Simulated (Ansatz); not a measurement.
Compare A (`N/C=C1/CO1`) with its isomer B (`CC(N)=C=O`).

Isolated molecules relaxed with PBE0-D4/def2-TZVP in Ansatz; ΔE leaves out vibrations. CCSD(T)/CBS is the MP2 limit (def2-TZVPP, def2-QZVPP) plus CCSD(T) − MP2 in def2-TZVPP, frozen cores. Functionals use def2-TZVPP. B3LYP here is the variant with VWN-RPA as its local correlation; programs differ in this. Each species was taken in one conformer, which may not be the lowest.

Problem. Which isomer does CCSD(T)/CBS put lower? Give the gap. (Estimate.)

Solution. Computed: B, by 25.6 kcal/mol.

Problem. Give E(B) − E(A) in kcal/mol with r2SCAN-D4, B3LYP-D4, CCSD/def2-TZVPP, CCSD(T)/def2-SVP, LDA (SPW92), CCSD(T)/def2-TZVPP, MP2/def2-TZVPP. (Best estimate.)

Solution. Ansatz gave: r2SCAN-D4 -25.9, B3LYP-D4 -27.7, CCSD/def2-TZVPP -26.4, CCSD(T)/def2-SVP -29.8, LDA (SPW92) -22.2, CCSD(T)/def2-TZVPP -26.5, MP2/def2-TZVPP -27.0. None reverses the order clearly.

Problem. Does the order hold for the free energy at 298.15 K (harmonic terms from PBE0-D4)? (An estimate is asked.)

Solution. The calculation gave: Yes: G(B) − G(A) = -27.2 kcal/mol, for one conformer each.

Largest T1 diagnostic: 0.015.

At CCSD(T), def2-SVP lies −4.2 kcal/mol from the extrapolated value and def2-TZVPP −0.9 kcal/mol. From BLYP to BHLYP (50 % exact exchange), in def2-TZVPP and without D4, E(B) − E(A) moves by +1.1 kcal/mol.
